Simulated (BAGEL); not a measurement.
# BOF (fluoro(oxo)borane): B3LYP/cc-pVTZ (density fitting with qzvpp-jkfit)

Aim: the energy change on altering one bond length of BOF (fluoro(oxo)borane) at B3LYP/cc-pVTZ (density fitting with qzvpp-jkfit), from 2 runs. 

The calculation is run with BAGEL 1.2.2.

## 1. The structure to begin with

The species is BOF (3 atoms), meant as a singlet with charge 0. SMILES: `O=BF`. Geometry: relaxed at PBE0-D4/def2-TZVP.

Bond lengths: O1–B2 1.206 Å, B2–F3 1.282 Å. Angles: O1–B2–F3 180.0°.

## 2. A single-point energy at B3LYP/cc-pVTZ (density fitting with qzvpp-jkfit)

Input file calc.json:

```json
{ "bagel" : [

{
  "title" : "molecule",
  "basis" : "cc-pvtz.json",
  "df_basis" : "qzvpp-jkfit",
  "angstrom" : true,
  "geometry" : [
    { "atom" : "O", "xyz" : [       0.983100,      -0.565100,       0.479900 ] },
    { "atom" : "B", "xyz" : [       0.020300,      -0.011600,       0.009900 ] },
    { "atom" : "F", "xyz" : [      -1.003400,       0.576800,      -0.489800 ] }
  ]
},

{ "title" : "ks", "xc_func" : "b3lyp", "charge" : 0 },

{ "title" : "print", "file" : "orbitals.molden", "orbitals" : true }

]}
```

The basis set cc-pVTZ is read from a file made from the Basis Set Exchange's data (not shown).

Command:

```bash
$ BAGEL_NUM_THREADS=1 BAGEL calc.json > calc.out
```

The log of the run:

```text
* using 1 threads per process

  ===============================================================
  ===============================================================

  *** Geometry ***

  { "atom" : "O", "xyz" : [      1.857790,     -1.067884,      0.906880 ] },
  { "atom" : "B", "xyz" : [      0.038361,     -0.021921,      0.018708 ] },
  { "atom" : "F", "xyz" : [     -1.896151,      1.089994,     -0.925588 ] },

  Number of auxiliary basis functions:      229

  Since a DF basis is specified, we compute 2- and 3-index integrals:
    o Being stored without compression. Storage requirement is 0.015 GB

  Number of basis functions:       90
  Number of electrons      :       22

    * METHOD: MOLECULE                             0.10

  *** Kohn-Sham DFT ***

    * Removing 3739 points whose weight is below 1.00e-10
    * Grid points: 40979

  === Nuclear Repulsion ===
    51.4389501297

       - DIIS with orbital gradients will be used.

  === KS iteration (b3lyp / cc-pvtz.json) ===
      0       -171.36772657          0.15858682           0.16
      1       -176.75820957          0.18945549           0.14
      2       -186.60134021          0.13513569           0.13
      3       -199.67197135          0.03634087           0.13
      4       -199.60832248          0.04248765           0.13
      5       -200.04983898          0.01208168           0.13
      6       -200.07288419          0.00721129           0.13
      7       -200.08675319          0.00117453           0.13
      8       -200.08700802          0.00027869           0.13
      9       -200.08702712          0.00003354           0.13
     10       -200.08702740          0.00000538           0.13
     11       -200.08702741          0.00000111           0.13
     12       -200.08702741          0.00000014           0.13
     13       -200.08702741          0.00000003           0.13
     14       -200.08702741          0.00000000           0.13
    * SCF iteration converged.

    * Permanent dipole moment:
           (    0.658695,    -0.378715,     0.321557) a.u.

    * METHOD: KS                                   2.28

    * METHOD: PRINT                                0.03

  ===============================================================
```

Wall time 2.5 s (1 thread of Arm Neoverse N1, shared host); peak memory 0.2 GiB.

## 3. The distorted shape, same level

Input file calc.json:

```json
{ "bagel": [

{
  "title": "molecule",
  "basis": "cc-pvtz.json",
  "df_basis": "qzvpp-jkfit",
  "angstrom": true,
  "geometry": [
    { "atom": "O", "xyz": [       2.138439,      -1.229288,       1.043890 ] },
    { "atom": "B", "xyz": [       0.020300,      -0.011600,       0.009900 ] },
    { "atom": "F", "xyz": [      -1.003400,       0.576800,      -0.489800 ] }
  ]
},

{ "title": "ks", "xc_func": "b3lyp" },

{ "title": "print", "file": "orbitals.molden", "orbitals": true }

]}
```

The basis set cc-pVTZ is read from a file made from the Basis Set Exchange's data (not shown).

Command:

```bash
$ BAGEL_NUM_THREADS=1 BAGEL calc.json > calc.out
```

The log of the run:

```text
* using 1 threads per process

  ===============================================================
  ===============================================================

  *** Geometry ***

  { "atom" : "O", "xyz" : [      4.041064,     -2.323018,      1.972666 ] },
  { "atom" : "B", "xyz" : [      0.038361,     -0.021921,      0.018708 ] },
  { "atom" : "F", "xyz" : [     -1.896151,      1.089994,     -0.925588 ] },

  Number of auxiliary basis functions:      229

  Since a DF basis is specified, we compute 2- and 3-index integrals:
    o Being stored without compression. Storage requirement is 0.015 GB

  Number of basis functions:       90
  Number of electrons      :       22

    * METHOD: MOLECULE                             0.10

  *** Kohn-Sham DFT ***

    * Removing 2683 points whose weight is below 1.00e-10
    * Grid points: 42035

  === Nuclear Repulsion ===
    36.2336100971

       - DIIS with orbital gradients will be used.

  === KS iteration (b3lyp / cc-pvtz.json) ===
      0       -169.37787536          0.13534070           0.16
      1       -169.18833255          0.16328681           0.15
      2       -184.65467073          0.11720309           0.13
      3       -198.78365401          0.02874617           0.13
      4       -191.66323889          0.06334014           0.13
      5       -197.66407419          0.04108230           0.13
      6       -198.32116909          0.03842006           0.13
      7       -199.69234277          0.01117470           0.13
      8       -199.72161210          0.00778177           0.13
      9       -199.74207065          0.00239007           0.13
     10       -199.74391581          0.00140861           0.13
     11       -199.74496405          0.00033936           0.13
     12       -199.74502893          0.00007488           0.13
     13       -199.74503151          0.00002690           0.13
     14       -199.74503185          0.00000699           0.13
     15       -199.74503187          0.00000220           0.13
     16       -199.74503187          0.00000030           0.13
     17       -199.74503187          0.00000014           0.13
     18       -199.74503187          0.00000009           0.13
     19       -199.74503187          0.00000007           0.13
     20       -199.74503187          0.00000004           0.13
     21       -199.74503187          0.00000002           0.13
     22       -199.74503187          0.00000001           0.13
     23       -199.74503187          0.00000000           0.13
    * SCF iteration converged.

    * Permanent dipole moment:
           (    1.209111,    -0.695079,     0.590236) a.u.

    * METHOD: KS                                   3.53

    * METHOD: PRINT                                0.03

  ===============================================================
```

Wall time 3.9 s (1 thread of Arm Neoverse N1, shared host); peak memory 0.2 GiB.

## 4. What came out

At B3LYP/cc-pVTZ (density fitting with qzvpp-jkfit):

```
                                                         quantity          value
                                        first shape: total energy  -200.08703 Eh
                                       first shape: dipole moment         2.10 D
                                         first shape: HOMO energy       -9.95 eV
                                         first shape: LUMO energy       -0.46 eV
                                       first shape: HOMO–LUMO gap        9.49 eV
                                    distorted shape: total energy  -199.74503 Eh
                                   distorted shape: dipole moment         3.85 D
                                     distorted shape: HOMO energy       -7.69 eV
                                     distorted shape: LUMO energy       -5.23 eV
                                   distorted shape: HOMO–LUMO gap        2.45 eV
energy change with the O1–B2 bond stretched from 1.206 to 2.653 Å       9.306 eV
```

**Reading.** With the O1–B2 bond stretched from 1.206 to 2.653 Å the energy rises by 9.31 eV (898 kJ/mol). The first shape isn't relaxed at this level, so the change isn't measured from a minimum. A restricted reference can't describe the breaking bond well at this length.
